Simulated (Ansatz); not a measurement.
**SF⁺, singlet: the ladder up to full CI**

Geometry: that of the SF⁺, triplet, kept fixed. The triplet lies 1.4 eV lower here.

```xyz
2

F     0.0000    0.0000    0.0000
S     0.0000    0.0000    1.5040
```

Basis 6-31G; Ansatz 0.2.0. Only valence electrons are correlated (noble-gas cores frozen), which leaves 12 electrons in 16 orbitals. Prefix R: restricted or restricted open-shell reference; prefix U: unrestricted. Active spaces: valence = (12e, 8o) chosen from the atoms' valence shells.

Full CI is exact within this basis and frozen core; it isn't the basis-set limit. The frozen core follows each run's orbitals, which can shift R against U totals by a few meV.

The determinant fills πx and πy unequally, so it is a mixture of Σ and Δ, which weighs on every level built on one determinant.

- UHF ⟨S²⟩: 1.002
- T1 diagnostic (RCCSD): 0.0292
- largest doubles amplitude (RCCSD): 0.227

| level | E − E(full CI) (kJ/mol) | share of correlation (%) | wall time |
| --- | --- | --- | --- |
| RHF | 525.3 | 0.00 | – |
| UHF† | 388.3 | – | – |
| RMP2 | 55.5 | 89.43 | – |
| UMP2† | -45.0 | – | – |
| CISD | 69.3 | 86.80 | 0.96 s |
| RCCSD | 40.0 | 92.38 | – |
| UCCSD*† | -83.0 | – | – |
| RCCSD(T) | 20.2 | 96.15 | 0.3 s |
| UCCSD(T)*† | -111.0 | – | 0.84 s |
| BCCD(T) | 19.6 | 96.26 | 0.36 s |
| RCCSDT* | 5.5 | 98.94 | – |
| UCCSDT*† | -126.2 | – | – |
| CISDTQ | 10.1 | 98.08 | 3.7 s |
| RCCSDT(Q)* | -1.5 | 100.29 | 1.2 s |
| UCCSDT(Q)*† | -132.3 | – | 4.6 s |
| RCCSDTQ* | 0.5 | 99.90 | 13 s |
| UCCSDTQ*† | -130.4 | – | 75 s |
| CASSCF (valence space) | 302.6 | 42.40 | – |
| NEVPT2 (valence space) | 43.0 | 91.81 | 0.45 s |
| MRCISD (valence space) | 14.7 | 97.20 | – |
| MRCISD+Q (valence space) | 5.8 | 98.90 | 1.6 s |

An asterisk marks runs whose energy the program itself flagged as in doubt. A dagger marks rows that describe another state than the reference (another or a broken symmetry, a higher spin or other natural occupations), so the difference isn't the method's error.

The correlation energy at full CI, counted from RHF, is -5.444 eV. That run took 2.9 min on 1 thread of Arm Neoverse V1, shared host over 16,028,928 determinants.

Times hold each run's SCF and search for its determinant on a shared host, so for small cases they say little of a method's own cost; they ran on 1 thread of Arm Neoverse V1.

Not variational, and here over 5 meV under the exact energy: RCCSDT(Q).

Unrestricted levels hold only the spin's projection, and here they fall towards a lower state of higher spin.

The full-CI state has the irrep A2 of C2v, in the program's axes (one component, if the state is degenerate).

Natural occupations of full CI about the gap: 1.968 1.968 1.952 1.015 1.015 0.050 0.013 0.013 0.009 0.004; effectively unpaired electrons, Σ n²(2−n)², 2.03. No single determinant describes this state well, so single-reference rows can miss without a flag.
